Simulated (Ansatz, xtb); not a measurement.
## Isomers of C3H4F3+ in order of energy

9 gas-phase structures of C3H4F3+, found in a search over its isomers (lower ones may exist). Each was relaxed with GFN2-xTB; where two conformers were screened, the lower at r2SCAN-D4/def2-SVP//GFN2-xTB is listed:

A. `FC[CH+]C(F)F`, a singlet
B. `FC[C+](F)CF`, a singlet
C. `F[CH+]CC(F)F`, a singlet
D. a singlet given by its coordinates
E. `F[CH+][C@H](F)CF`, a singlet
F. `FCC[C+](F)F`, a singlet
G. `C[C@H](F)[C+](F)F`, a singlet
H. `C[C+](F)C(F)F`, a singlet
I. a singlet given by its coordinates

I (Å):

```yaml
atoms:
  - { symbol: C, position_ang: [-0.2053, 0.8962, -0.8721] }
  - { symbol: C, position_ang: [0.7600, 1.1420, 0.0870] }
  - { symbol: C, position_ang: [0.4604, 1.0708, 1.5875] }
  - { symbol: F, position_ang: [1.1523, 0.0588, 2.0981] }
  - { symbol: F, position_ang: [-0.8341, 0.8560, 1.8042] }
  - { symbol: F, position_ang: [0.8168, 2.1994, 2.1752] }
  - { symbol: H, position_ang: [-1.1372, 1.4852, -0.6628] }
  - { symbol: H, position_ang: [-0.7773, -0.0415, -0.6456] }
  - { symbol: H, position_ang: [0.1153, 0.9570, -1.9121] }
  - { symbol: H, position_ang: [1.8002, 1.3856, -0.1416] }
```

Close contacts (Å): C1–C2 1.38, C2–C3 1.53, C3–F4 1.33, C3–F5 1.33, C3–F6 1.32, C1–H7 1.12, C1–H8 1.12, C1–H9 1.09, C2–H10 1.09.

D (Å):

```yaml
atoms:
  - { symbol: C, position_ang: [-0.8039, 1.3036, -0.5635] }
  - { symbol: C, position_ang: [0.4795, 0.8882, -0.1949] }
  - { symbol: C, position_ang: [0.7399, 0.8339, 1.3935] }
  - { symbol: F, position_ang: [2.0262, 0.7473, 1.6258] }
  - { symbol: F, position_ang: [0.1331, -0.2425, 1.8446] }
  - { symbol: F, position_ang: [0.2435, 1.9051, 1.9735] }
  - { symbol: H, position_ang: [-1.3519, 0.8355, -1.3797] }
  - { symbol: H, position_ang: [-1.3164, 2.1034, -0.0261] }
  - { symbol: H, position_ang: [0.8577, -0.0227, -0.6748] }
  - { symbol: H, position_ang: [1.1520, 1.7434, -0.4501] }
```

Close contacts (Å): C1–C2 1.40, C2–C3 1.61, C3–F4 1.31, C3–F5 1.32, C3–F6 1.32, C1–H7 1.09, C1–H8 1.09, C2–H9 1.10, C2–H10 1.12.

Question: Which do you expect lowest at r2SCAN-D4/def2-SVP//GFN2-xTB, and how would the others follow?

Answer: Calculated order at r2SCAN-D4/def2-SVP//GFN2-xTB: F (0.0), H (7.0), C (8.5), G (8.8), I (12.8), D (14.6), B (16.7), E (27.5), A (34.0) kcal/mol. Less than 1 kcal/mol parts C and G, so the order within that pair means little.

Energies above the lowest of each column, in kcal/mol; the last columns are at r2SCAN-D4/def2-SVP geometries and were run for some of them only (a dash: not run or not comparable):

```tsv
structure	GFN2-xTB	HF/STO-3G	r2SCAN-D4/def2-SVP//GFN2-xTB	r2SCAN-D4/def2-SVP	CCSD(T)/def2-SVP + ΔMP2/def2-TZVPP
F	0.0	0.0	0.0	0.0	0.0
H	4.4	16.0	7.0	7.0	–
C	6.2	16.9	8.5	9.1	–
G	9.2	12.3	8.8	5.8	5.7
I	12.1	39.0	12.8	–	–
D	14.6	34.4	14.6	–	–
B	4.2	23.7	16.7	–	–
E	19.9	32.6	27.5	–	–
A	19.6	54.1	34.0	–	–
```

Every level run on F puts it lowest or level with the lowest. Some further structures that were screened fall inside this span and aren't listed. Flexible structures stand in one conformer each, not always the lowest. Frequencies (r2SCAN-D4/def2-SVP) were run for F, G alone. ΔMP2 is the change of the MP2 energy from the smaller to the larger basis.

Over these structures GFN2-xTB departs from r2SCAN-D4/def2-SVP//GFN2-xTB by 4.7 kcal/mol on average once a common shift is removed. A GFN2-xTB relaxation took about 0.087 s and the r2SCAN-D4/def2-SVP//GFN2-xTB energy about 1.4 s on a shared host (Ansatz 0.2.0, xtb 6.7.1).
